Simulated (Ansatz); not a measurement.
Two isomers of C4H5Cl: A = `C=C=CCCl`, B = `C=CC(=C)Cl`.

Computed with Ansatz on PBE0-D4/def2-TZVP structures; ΔE is electronic, products minus reactants. CCSD(T)/CBS is the MP2 limit (def2-TZVPP, def2-QZVPP) plus CCSD(T) − MP2 in def2-TZVPP, frozen cores. DFT in def2-TZVPP. B3LYP here is the variant with VWN-RPA as its local correlation; programs differ in this. One conformer a species, not always the lowest.

**Question.** Which is lower in electronic energy at CCSD(T)/CBS, and by how much? (An estimate is asked.)

**Answer.** Computed: B, by 14.9 kcal/mol.

**Question.** Give E(B) − E(A) in kcal/mol with CCSD/def2-TZVPP, r2SCAN-D4, CCSD(T)/def2-TZVPP, B3LYP, B3LYP-D4, ωB97M-V, PBE-D4. (An estimate is asked.)

**Answer.** Ansatz gave: CCSD/def2-TZVPP -14.0, r2SCAN-D4 -14.0, CCSD(T)/def2-TZVPP -14.7, B3LYP -12.4, B3LYP-D4 -13.5, ωB97M-V -13.1, PBE-D4 -13.3. None reverses the order clearly.

Largest T1 diagnostic: 0.011.

In def2-TZVPP, CCSD(T) changes the Hartree–Fock value by −2.2 kcal/mol (the triples alone add −0.7 kcal/mol) and MP2 by −3.2 kcal/mol. The D4 term adds −1.1 kcal/mol with B3LYP and −0.5 kcal/mol with PBE0; it sums over pairs of atoms, weighted by their polarisabilities, and B3LYP, whose exchange is more repulsive, gets the larger term.
